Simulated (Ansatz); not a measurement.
Mulliken charges of `NC(O)(F)S` from PBE/def2-TZVPP in Ansatz (PBE0-D4/def2-TZVP geometry).

| atom | x (Å) | y (Å) | z (Å) | charge (e) |
| --- | --- | --- | --- | --- |
| N1 | 0.404 | 0.183 | -1.198 | -0.322 |
| C2 | 0.096 | -0.159 | 0.146 | 0.279 |
| O3 | -1.045 | -0.906 | 0.215 | -0.251 |
| F4 | 1.163 | -0.902 | 0.602 | -0.158 |
| S5 | -0.099 | 1.303 | 1.223 | -0.190 |
| H6 | -0.301 | 0.798 | -1.583 | 0.166 |
| H7 | 1.317 | 0.613 | -1.271 | 0.167 |
| H8 | -0.962 | -1.592 | -0.462 | 0.198 |
| H9 | -0.484 | 0.615 | 2.310 | 0.111 |

Question: By hand: the dipole of these point charges (1 e Å = 4.8032 D).

Answer: Σ q r = (-0.080, 0.007, -0.265) e Å, of length 0.277 e Å = 1.33 D.

Question: How does the dipole of the full density compare? (Estimate.)

Answer: Computed: (-0.057, 0.062, -0.323) e Å, 1.60 D; the point charges give 0.83 times that, at 11° from its direction.

Point charges leave out the atoms' own dipoles, such as those of lone pairs, and Mulliken's split depends on the basis, so the two needn't agree.
